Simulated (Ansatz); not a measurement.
# B₂H₅ (doublet): the correlation ladder at distance B1–H4 along a hydrogen transfer = 1.333 Å, cc-pVDZ

The task here is to estimate one member of a computed series from the others.

The runs use Ansatz 0.2.0, Gaussian basis; cc-pVDZ, core rule «outside noble gas», up to 2 orbitals frozen.

Plan: UHF; CCSD(T) on ROHF; CCSD(T) on UHF; BCCD(T) on ROHF; CISD; CCSDT(Q) on ROHF; CCSDT(Q) on UHF; CASSCF and MRCISD+Q, 3 electrons in 3 orbitals; CASSCF and NEVPT2, 3 electrons in 3 orbitals; CASSCF and NEVPT2, 9 electrons in 9 orbitals.

9 further runs of the same task are left out: 3 for a mislabelled method, 5 that didn't finish, 1 set aside as unsound or not needed.

## The geometry

The geometry derives from fragments relaxed apart (PBE0/def2-TZVP) and kept rigid, so it is no stationary point. A hydrogen atom is moved between rigid fragments.

7 atoms, charge 0, spin multiplicity 2.

Atoms are counted from 1 here; the program's logs count them from 0.

Bond lengths: B1–H2 1.193 Å, B1–H3 1.193 Å, B1–H4 1.333 Å, H4–B5 1.355 Å, B5–H6 1.191 Å, B5–H7 1.191 Å. Angles: H2–B1–H3 120.0°, H2–B1–H4 120.0°, H3–B1–H4 120.0°, B1–H4–B5 180.0°, H4–B5–H6 115.3°, H4–B5–H7 115.3°, H6–B5–H7 129.4°.

Geometry (Å):

```xyz
7
charge 0, multiplicity 2
B    -1.3370    0.0000    0.0000
H    -1.9337    1.0336    0.0000
H    -1.9337   -1.0336    0.0000
H    -0.0040    0.0000    0.0000
B     1.3510    0.0000    0.0000
H     1.8601    0.0000    1.0770
H     1.8601    0.0000   -1.0770
```

Set-up of the first run:

Contents of in.yaml:

```yaml
crystal:
  periodic: [false, false, false]
  atoms:
    - {symbol: B, position_ang: [-1.336956, 0.000000, 0.000000]}
    - {symbol: H, position_ang: [-1.933690, 1.033571, 0.000000]}
    - {symbol: H, position_ang: [-1.933690, -1.033571, 0.000000]}
    - {symbol: H, position_ang: [-0.003956, 0.000000, 0.000000]}
    - {symbol: B, position_ang: [1.351044, 0.000000, 0.000000]}
    - {symbol: H, position_ang: [1.860117, 0.000000, 1.077008]}
    - {symbol: H, position_ang: [1.860117, 0.000000, -1.077008]}
basis:
  gaussian: {orbitals: cc-pVDZ}
magnetization: {spin_polarized: true, initial_magnetization: 1}
hamiltonian: {xc: hf}
output: {orbitals: {seedname: orbitals}}
```

The run is started by

```console
> ansatz run in.yaml --threads 1 --pin off --events-out ev --progress --plain --max-ram 2393MiB
```

Among the steps run: UHF; CCSD(T) on ROHF; CCSD(T) on UHF; BCCD(T) on ROHF; CISD; CCSDT(Q) on ROHF; CCSDT(Q) on UHF; CASSCF and MRCISD+Q, 3 electrons in 3 orbitals; CASSCF and NEVPT2, 3 electrons in 3 orbitals; CASSCF and NEVPT2, 9 electrons in 9 orbitals.

One of the session's tables, all rows but one given; the rest of the session is left out.

```
       method  from UCCSDT(Q) (kcal/mol)
         ROHF                    +144.09
          UHF                    +141.72
         RMP2                     +30.95
         UMP2                     +31.00
         CISD                     +14.05
        RCCSD                      +3.61
        UCCSD                      +3.57
     RCCSD(T)                      +0.72
     UCCSD(T)                      +0.71
      BCCD(T)                      +0.72
       RCCSDT                      +0.11
       UCCSDT                      +0.10
    RCCSDT(Q)                      +0.01
    UCCSDT(Q)                          0
  CASSCF pair                          ?
  NEVPT2 pair                     +31.42
  MRCISD pair                     +12.10
MRCISD+Q pair                      +0.51
```

Q: Estimate the row for CASSCF pair from the others.

The run gave: from UCCSDT(Q) (kcal/mol): +132.86. In the column «from UCCSDT(Q) (kcal/mol)» it lies between NEVPT2 pair (+31.42) and UHF (+141.72).

Left out of the table: CASSCF frontier, NEVPT2 frontier (the active space lost an orbital or holds another state than full CI finds).

Limits of these values: Restricted and unrestricted rows rest on different reference determinants; where their highest levels disagree by more than a few hundredths of an eV, they describe different states and don't form one ladder. Warnings in the runs' records: passed over end.
